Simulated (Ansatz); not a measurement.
The same path of CH$_{6}$SSi (9 atoms, charge 0, multiplicity 1) was run twice with different band settings. The coordinate that changes most is the dihedral H6–C1–Si2–S3.

The calculation used Ansatz, RKS PBE-D4/def2-SVP.

Relaxed end points:

```xyz
9
Properties=species:S:1:pos:R:3
C -0.710 0.806 -0.801
Si 0.494 -0.404 -0.005
S -0.065 -0.529 2.088
H -1.753 0.448 -0.697
H -0.486 0.915 -1.881
H -0.633 1.804 -0.327
H 1.914 0.082 -0.148
H 0.406 -1.757 -0.662
H 0.921 -1.410 2.416
```

```xyz
9
Properties=species:S:1:pos:R:3
C -0.701 0.814 -0.799
Si 0.399 -0.498 -0.015
S 0.300 -0.168 2.128
H -0.700 0.705 -1.903
H -0.338 1.831 -0.551
H -1.745 0.717 -0.442
H 1.817 -0.372 -0.509
H -0.086 -1.881 -0.365
H 1.143 -1.193 2.438
```

Common settings: movable images 9; climbing image yes; spring 5.0 eV/Å²; optimiser quadratic models (default); start path through a guess of the saddle point; iteration limit 60; end points relaxed.

| run | force threshold |
| --- | --- |
| 1 | 0.05 eV/Å |
| 2 | 0.2 eV/Å |

(1) What does each run give, and how far can it be trusted?

Results:

(1) Run 1: converged after 6 iterations, highest image 0.066 eV above the first end. A vibrational analysis at the climbing image gives one clearly imaginary mode, 162i cm⁻¹: a first-order saddle point.
Run 2: converged after 4 iterations, highest image 0.067 eV above the first end. The threshold of 0.2 eV/Å is loose, so the images may lie well off the minimum-energy path. Another band between the same ends (9 images) ends at a top of the same energy, where a vibrational analysis finds 1 clearly imaginary mode.
